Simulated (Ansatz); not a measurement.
# C3H5N: up Jacob's ladder to CCSD(T)

One table from this session's results is given with a row withheld; the runs are named, their logs left out.

Method: functionals in def2-TZVPP, the program's frozen cores in correlated methods; program: Ansatz 0.2.0, Gaussian basis.

The runs, in order: LDA (SPW92), PBE-D4, revPBE-D4, BLYP-D4, r2SCAN-D4, B97M-V, PBE0-D4, B3LYP-D4, r2SCANh-D4, r2SCAN0-D4, HSE06-D4, BHLYP-D4, CAM-B3LYP-D4, LC-ωPBE, ωB97X-V, ωB97M-V, B2PLYP, PBE-QIDH; CCSD(T)/def2-SVP; CCSD(T)/def2-TZVPP; MP2/def2-QZVPP; extrapolation to the limit; RPA on PBE.

### The geometry

All runs share one geometry, relaxed beforehand with PBE0-D4 in a triple-zeta def2 set.

SMILES `CC1=CN1`, 9 atoms, charge 0, spin multiplicity 1.

Atoms are counted from 1 here; the program's logs count them from 0.

Bond lengths: C1–C2 1.457 Å, C1–H5 1.095 Å, C1–H6 1.094 Å, C1–H7 1.091 Å, C2–C3 1.272 Å, C2–N4 1.499 Å, C3–N4 1.508 Å, C3–H8 1.074 Å, N4–H9 1.025 Å. Angles: C2–C1–H5 109.4°, C2–C1–H6 110.7°, C2–C1–H7 111.2°, H5–C1–H6 107.2°, H5–C1–H7 109.3°, H6–C1–H7 108.9°, C1–C2–C3 158.5°, C1–C2–N4 135.6°, C3–C2–N4 65.4°, C2–C3–N4 64.6°, C2–C3–H8 156.8°, N4–C3–H8 137.7°, C2–N4–C3 50.1°, C2–N4–H9 107.9°, C3–N4–H9 107.8°.

Set-up of the first run:

Contents of in.yaml:

```yaml
crystal:
  periodic: [false, false, false]
  atoms:
    - {symbol: C, position_ang: [0.188459, 1.021799, -0.767777]}
    - {symbol: C, position_ang: [0.071321, -0.188991, 0.034288]}
    - {symbol: C, position_ang: [0.402689, -1.302513, 0.551775]}
    - {symbol: N, position_ang: [-1.046912, -0.920126, 0.712899]}
    - {symbol: H, position_ang: [-0.568091, 1.009647, -1.558653]}
    - {symbol: H, position_ang: [0.002651, 1.910481, -0.156970]}
    - {symbol: H, position_ang: [1.178643, 1.103254, -1.217583]}
    - {symbol: H, position_ang: [1.022256, -2.159719, 0.735535]}
    - {symbol: H, position_ang: [-1.162416, -0.520131, 1.649485]}
basis:
  gaussian: {orbitals: def2-TZVPP}
hamiltonian: {xc: lda}
output: {orbitals: {seedname: orbitals}}
```

Started as:

```bash
ansatz run in.yaml --threads 2 --pin off --events-out ev --progress --plain --max-ram 4352MiB
```

Among the steps run: LDA; PBE-D4 (GGA); revPBE-D4 (GGA); BLYP-D4 (GGA); r2SCAN-D4 (meta-GGA); B97M-V (meta-GGA); B3LYP-D4 (hybrid); r2SCANh-D4 (hybrid); r2SCAN0-D4 (hybrid); HSE06-D4 (hybrid); BHLYP-D4 (hybrid); CAM-B3LYP-D4 (range-separated); LC-ωPBE (range-separated); ωB97X-V (range-separated); ωB97M-V (range-separated); B2PLYP (double hybrid); PBE-QIDH (double hybrid).

One table of the session follows, with a row left open; its other results are not shown here.

It belongs to the step «Frontier levels by functional». 

```
  functional  HOMO (eV)  gap (eV)
 LDA (SPW92)      -4.58      3.56
      PBE-D4      -4.47      3.68
   revPBE-D4      -4.42      3.72
     BLYP-D4      -4.37      3.68
   r2SCAN-D4      -4.65      4.13
      B97M-V          ?         ?
     PBE0-D4      -5.75      6.01
    B3LYP-D4      -5.55      5.54
  r2SCANh-D4      -5.14      5.00
  r2SCAN0-D4      -5.87      6.29
    HSE06-D4      -5.35      5.22
    BHLYP-D4      -6.92      8.29
CAM-B3LYP-D4      -7.15      8.55
     LC-ωPBE      -8.51     11.15
     ωB97X-V      -8.14     10.68
     ωB97M-V      -8.06     10.46
```

**Question.** Estimate the row for B97M-V.

The run gave: HOMO (eV): -4.75; gap (eV): 4.31. In the column «HOMO (eV)» it lies between r2SCANh-D4 (-5.14) and r2SCAN-D4 (-4.65).
